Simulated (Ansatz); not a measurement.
The inner images of a band of BClH3N + H (7 atoms, charge 0, multiplicity 2) are given out of order.

Theory: Ansatz 0.2.0, UKS B3LYP/def2-SVP.

Initial state:

```xyz
7
Properties=species:S:1:pos:R:3
B 0.026 0.031 -0.298
H 0.179 -0.183 0.875
Cl 1.459 0.356 -1.307
N -1.239 0.029 -0.869
H -2.076 -0.151 -0.327
H -1.407 0.204 -1.854
H -0.277 -0.287 3.835
```

Final state:

```xyz
7
Properties=species:S:1:pos:R:3
B 0.159 0.143 -0.630
H -0.041 -0.247 2.448
Cl 1.462 0.381 -1.791
N -1.180 0.053 -0.958
H -1.903 -0.085 -0.260
H -1.532 0.118 -1.912
H -0.298 -0.364 3.157
```

Question: Put them in order from the first end to the last, with their energies above the first end.
A.
```xyz
7
Properties=species:S:1:pos:R:3
B 0.014 0.079 -0.111
H -0.033 -0.162 1.450
Cl 1.521 0.396 -0.973
N -1.224 0.017 -0.722
H -2.072 -0.168 -0.196
H -1.372 0.149 -1.720
H -0.170 -0.311 2.328
```
B.
```xyz
7
Properties=species:S:1:pos:R:3
B 0.010 0.070 -0.149
H 0.115 -0.059 1.044
Cl 1.482 0.336 -1.114
N -1.235 0.015 -0.761
H -2.086 -0.135 -0.233
H -1.374 0.121 -1.760
H -0.246 -0.347 3.027
```
C.
```xyz
7
Properties=species:S:1:pos:R:3
B 0.021 0.053 -0.224
H 0.155 -0.102 0.960
Cl 1.469 0.327 -1.225
N -1.236 0.022 -0.813
H -2.079 -0.131 -0.271
H -1.395 0.149 -1.807
H -0.270 -0.317 3.435
```
D.
```xyz
7
Properties=species:S:1:pos:R:3
B 0.055 0.099 -0.258
H -0.043 -0.173 1.733
Cl 1.534 0.362 -1.174
N -1.221 0.026 -0.780
H -2.033 -0.131 -0.193
H -1.436 0.124 -1.770
H -0.190 -0.306 2.496
```
E.
```xyz
7
Properties=species:S:1:pos:R:3
B 0.096 0.098 -0.386
H -0.043 -0.191 1.973
Cl 1.514 0.341 -1.399
N -1.208 0.037 -0.833
H -1.987 -0.106 -0.199
H -1.478 0.127 -1.811
H -0.228 -0.306 2.711
```
F.
```xyz
7
Properties=species:S:1:pos:R:3
B 0.137 0.093 -0.514
H -0.045 -0.221 2.207
Cl 1.490 0.356 -1.609
N -1.191 0.042 -0.890
H -1.936 -0.112 -0.219
H -1.512 0.155 -1.850
H -0.276 -0.312 2.930
```
G.
```xyz
7
Properties=species:S:1:pos:R:3
B -0.003 0.071 -0.079
H 0.052 -0.096 1.135
Cl 1.496 0.382 -0.980
N -1.231 0.011 -0.719
H -2.089 -0.167 -0.209
H -1.357 0.138 -1.718
H -0.201 -0.339 2.624
```

Answer: C (+0.1 kcal/mol), B (+0.5 kcal/mol), G (+1.9 kcal/mol), A (+7.4 kcal/mol), D (+4.9 kcal/mol), E (+3.0 kcal/mol), F (+2.2 kcal/mol).

The run took 2.3 min on 2 threads of Arm Neoverse V1 (shared host), peak memory 0.15 GiB.
